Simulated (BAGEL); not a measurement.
**One shape, several levels: singlet [CH3S2]−**

Wanted: a comparison of 6 runs (HF/STO-3G, HF/3-21G, HF/6-31G*, HF/def2-SVPD, B3LYP/6-31G*, PBE0/def2-SVPD) of singlet [CH3S2]−. 

Program for the calculation: BAGEL 1.2.2.

11 further runs of the same task are left out: 11 set aside as unsound or not needed.

### Step 1. The structure to begin with

The species is [CH3S2]− (6 atoms), meant as a singlet with charge -1. As SMILES of the parent species, `CS[S]`. Geometry: relaxed at PBE0-D4/def2-TZVP. That shape belongs to the parent species and isn't relaxed for this state.

Bond lengths: C1–S2 1.804 Å, S2–S3 1.944 Å, C1–H4 1.092 Å, C1–H5 1.089 Å, C1–H6 1.089 Å. Angles: C1–S2–S3 106.2°, S2–C1–H4 107.3°, S2–C1–H5 109.6°, S2–C1–H6 109.6°, H4–C1–H5 110.1°, H4–C1–H6 110.1°, H5–C1–H6 110.1°.

### Step 2. The energy at HF/STO-3G (density fitting with qzvpp-jkfit) (run 1)

File input.json:

```json
{ "bagel": [

{
  "title": "molecule",
  "basis": "sto-3g",
  "df_basis": "qzvpp-jkfit",
  "angstrom": true,
  "geometry": [
    { "atom": "C", "xyz": [   -0.338500,    0.445000,   -0.186900 ] },
    { "atom": "S", "xyz": [    0.027700,   -0.841400,    1.023300 ] },
    { "atom": "S", "xyz": [    1.608000,   -1.765400,    0.369700 ] },
    { "atom": "H", "xyz": [   -1.223700,    0.978400,    0.164800 ] },
    { "atom": "H", "xyz": [    0.505800,    1.129500,   -0.260400 ] },
    { "atom": "H", "xyz": [   -0.537100,   -0.010200,   -1.156500 ] }
  ]
},
{
  "title": "hf",
  "charge": -1
},
{
  "title": "print",
  "file": "orbitals.molden",
  "orbitals": true
}

]}
```

Run with:

```sh
$ BAGEL_NUM_THREADS=1 BAGEL input.json > input.out
```

What it wrote:

```text
* using 1 threads per process

  ===============================================================
  ===============================================================

  *** Geometry ***

  { "atom" : "C", "xyz" : [     -0.639672,      0.840928,     -0.353190 ] },
  { "atom" : "S", "xyz" : [      0.052345,     -1.590016,      1.933757 ] },
  { "atom" : "S", "xyz" : [      3.038680,     -3.336123,      0.698632 ] },
  { "atom" : "H", "xyz" : [     -2.312458,      1.848908,      0.311427 ] },
  { "atom" : "H", "xyz" : [      0.955823,      2.134446,     -0.492085 ] },
  { "atom" : "H", "xyz" : [     -1.014972,     -0.019275,     -2.185468 ] },

  Number of auxiliary basis functions:      385

  Since a DF basis is specified, we compute 2- and 3-index integrals:
    o Being stored without compression. Storage requirement is 0.002 GB

  Number of basis functions:       26
  Number of electrons      :       41

    * METHOD: MOLECULE                             0.10

  *** RHF ***

  === Nuclear Repulsion ===
   142.5586837129

      * DIIS with orbital gradients will be used.

  === RHF iteration (sto-3g) ===
      0       -825.23647502          0.01241958           0.01
      1       -825.29395187          0.00396710           0.02
      2       -825.29855602          0.00123793           0.02
      3       -825.29920443          0.00017723           0.02
      4       -825.29922242          0.00003784           0.02
      5       -825.29922341          0.00000667           0.02
      6       -825.29922345          0.00000195           0.01
      7       -825.29922345          0.00000051           0.01
      8       -825.29922345          0.00000013           0.01
      9       -825.29922345          0.00000002           0.01
     10       -825.29922345          0.00000000           0.01
    * SCF iteration converged.

    * Permanent dipole moment:
           (    0.945004,    -0.925469,     0.082562) a.u.

    * METHOD: HF                                   0.21

    * METHOD: PRINT                                0.00

  ===============================================================
```

It took 1.7 s on 1 thread of Intel Xeon Platinum 8488C (Sapphire Rapids), shared host; peak memory 0.08 GiB.

### Step 3. The energy at HF/3-21G (density fitting with qzvpp-jkfit) (run 2)

File job.json:

```json
{ "bagel" : [

{
  "title" : "molecule",
  "basis" : "3-21g",
  "df_basis" : "qzvpp-jkfit",
  "angstrom" : true,
  "geometry" : [
    { "atom" : "C", "xyz" : [   -0.338500,    0.445000,   -0.186900 ] },
    { "atom" : "S", "xyz" : [    0.027700,   -0.841400,    1.023300 ] },
    { "atom" : "S", "xyz" : [    1.608000,   -1.765400,    0.369700 ] },
    { "atom" : "H", "xyz" : [   -1.223700,    0.978400,    0.164800 ] },
    { "atom" : "H", "xyz" : [    0.505800,    1.129500,   -0.260400 ] },
    { "atom" : "H", "xyz" : [   -0.537100,   -0.010200,   -1.156500 ] }
  ]
},
{ "title" : "hf", "charge" : -1 },
{ "title" : "print", "file" : "orbitals.molden", "orbitals" : true }

]}
```

Run with:

```sh
$ BAGEL_NUM_THREADS=1 BAGEL job.json > job.out
```

What it wrote:

```text
* using 1 threads per process

  ===============================================================
  ===============================================================

  *** Geometry ***

  { "atom" : "C", "xyz" : [     -0.639672,      0.840928,     -0.353190 ] },
  { "atom" : "S", "xyz" : [      0.052345,     -1.590016,      1.933757 ] },
  { "atom" : "S", "xyz" : [      3.038680,     -3.336123,      0.698632 ] },
  { "atom" : "H", "xyz" : [     -2.312458,      1.848908,      0.311427 ] },
  { "atom" : "H", "xyz" : [      0.955823,      2.134446,     -0.492085 ] },
  { "atom" : "H", "xyz" : [     -1.014972,     -0.019275,     -2.185468 ] },

  Number of auxiliary basis functions:      385

  Since a DF basis is specified, we compute 2- and 3-index integrals:
    o Being stored without compression. Storage requirement is 0.005 GB

  Number of basis functions:       41
  Number of electrons      :       41

    * METHOD: MOLECULE                             0.11

  *** RHF ***

  === Nuclear Repulsion ===
   142.5586837129

      * DIIS with orbital gradients will be used.

  === RHF iteration (3-21g) ===
      0       -830.45606733          0.01335394           0.02
      1       -830.50335974          0.00331193           0.02
      2       -830.50763421          0.00109014           0.02
      3       -830.50813287          0.00023486           0.02
      4       -830.50816965          0.00008843           0.02
      5       -830.50817462          0.00001294           0.02
      6       -830.50817473          0.00000427           0.03
      7       -830.50817474          0.00000136           0.03
      8       -830.50817474          0.00000029           0.02
      9       -830.50817474          0.00000008           0.02
     10       -830.50817474          0.00000003           0.03
     11       -830.50817474          0.00000001           0.03
    * SCF iteration converged.

    * Permanent dipole moment:
           (    1.155464,    -1.347973,     0.375820) a.u.

    * METHOD: HF                                   0.38

    * METHOD: PRINT                                0.01

  ===============================================================
```

Wall time 1.8 s (1 thread of Intel Xeon Platinum 8488C (Sapphire Rapids), shared host); peak memory 0.08 GiB.

Runs 3 to 5 aren't shown in full; the table further down has their settings and results.

### Step 4. A single-point energy at PBE0/def2-SVPD (density fitting with qzvpp-jkfit) (run 6)

File calc.json:

```json
{ "bagel": [

{
  "title": "molecule",
  "basis": "def2-svpd.json",
  "df_basis": "qzvpp-jkfit",
  "angstrom": "true",
  "geometry": [
    { "atom": "C", "xyz": [   -0.338500,    0.445000,   -0.186900 ] },
    { "atom": "S", "xyz": [    0.027700,   -0.841400,    1.023300 ] },
    { "atom": "S", "xyz": [    1.608000,   -1.765400,    0.369700 ] },
    { "atom": "H", "xyz": [   -1.223700,    0.978400,    0.164800 ] },
    { "atom": "H", "xyz": [    0.505800,    1.129500,   -0.260400 ] },
    { "atom": "H", "xyz": [   -0.537100,   -0.010200,   -1.156500 ] }
  ]
},
{ "title": "ks", "xc_func": "pbe0", "charge": -1 },
{ "title": "print", "file": "orbitals.molden", "orbitals": "true" }

]}
```

The basis set def2-SVPD is read from a file made from the Basis Set Exchange's data (not shown).

Run with:

```sh
$ BAGEL_NUM_THREADS=1 BAGEL calc.json > calc.out
```

What it wrote:

```text
* using 1 threads per process

  ===============================================================
  ===============================================================

  *** Geometry ***

  { "atom" : "C", "xyz" : [     -0.639672,      0.840928,     -0.353190 ] },
  { "atom" : "S", "xyz" : [      0.052345,     -1.590016,      1.933757 ] },
  { "atom" : "S", "xyz" : [      3.038680,     -3.336123,      0.698632 ] },
  { "atom" : "H", "xyz" : [     -2.312458,      1.848908,      0.311427 ] },
  { "atom" : "H", "xyz" : [      0.955823,      2.134446,     -0.492085 ] },
  { "atom" : "H", "xyz" : [     -1.014972,     -0.019275,     -2.185468 ] },

  Number of auxiliary basis functions:      385

  Since a DF basis is specified, we compute 2- and 3-index integrals:
    o Being stored without compression. Storage requirement is 0.030 GB

  Number of basis functions:       98
  Number of electrons      :       41

    * METHOD: MOLECULE                             0.18

  *** Kohn-Sham DFT ***

    * Removing 10002 points whose weight is below 1.00e-10
    * Grid points: 79434

  === Nuclear Repulsion ===
   142.5586837129

       - DIIS with orbital gradients will be used.

  === KS iteration (pbe0 / def2-svpd.json) ===
      0       -804.52321591          0.08236191           0.41
      1       -790.83565765          0.16515424           0.67
      2       -802.34822893          0.12157646           0.54
      3       -822.38044145          0.10963299           0.50
      4       -833.14516973          0.06304250           0.56
      5       -835.36393754          0.02312466           0.40
      6       -835.50709679          0.01991737           0.46
      7       -835.67202342          0.01005747           0.47
      8       -835.73449237          0.00267579           0.46
      9       -835.73777139          0.00088894           0.36
     10       -835.73836410          0.00009908           0.37
     11       -835.73836907          0.00001312           0.46
     12       -835.73836914          0.00000856           0.43
     13       -835.73836918          0.00000416           0.50
     14       -835.73836919          0.00000071           0.37
     15       -835.73836919          0.00000050           0.43
     16       -835.73836919          0.00000010           0.51
     17       -835.73836919          0.00000007           0.51
     18       -835.73836919          0.00000001           0.48
     19       -835.73836919          0.00000001           0.38
    * SCF iteration converged.

    * Permanent dipole moment:
           (    1.083195,    -1.200028,     0.271338) a.u.

    * METHOD: KS                                   9.92

    * METHOD: PRINT                                0.02

  ===============================================================
```

Wall time 12 s (1 thread of Intel Xeon Platinum 8488C (Sapphire Rapids), shared host); peak memory 0.37 GiB.

### Step 5. The series

```tsv
run	level	energy (Eh)	HOMO energy (eV)	LUMO energy (eV)	HOMO–LUMO gap (eV)	wall time
1	HF/STO-3G (density fitting with qzvpp-jkfit)	-825.299223	4.39	19.95	15.56	1.7 s
2	HF/3-21G (density fitting with qzvpp-jkfit)	-830.508175	-1.60	10.67	12.28	1.8 s
3	HF/6-31G* (density fitting with qzvpp-jkfit, spherical functions)	-834.640006	-1.50	10.20	11.70	2.1 s
4	HF/def2-SVPD (density fitting with qzvpp-jkfit)	-834.419174	-1.89	5.55	7.44	3 s
5	B3LYP/6-31G* (density fitting with qzvpp-jkfit, spherical functions)	-836.310533	1.37	6.44	5.07	7.5 s
6	PBE0/def2-SVPD (density fitting with qzvpp-jkfit)	-835.738369	0.46	4.18	3.72	12 s
```

### Step 6. Outcome

| quantity | value |
| --- | --- |
| run 6: total energy | -835.73837 Eh |
| run 6: HOMO energy | 0.46 eV |
| run 6: LUMO energy | 4.18 eV |
| run 6: HOMO–LUMO gap (to an unbound level, set by the basis) | 3.72 eV |

What this shows: The HOMO–LUMO gap runs from 3.72 eV (PBE0/def2-SVPD) to 15.56 eV (HF/STO-3G). The two ends differ in method and basis. The empty levels of an anion lie above zero and hang on the basis. Totals of different functionals can't be ranked against each other. In runs 1, 5, 6 the HOMO lies above zero, so the outermost electron may be held by the basis alone. In run 1 the basis is minimal, so the values are rough. All runs together took 28 s, the longest 12 s.
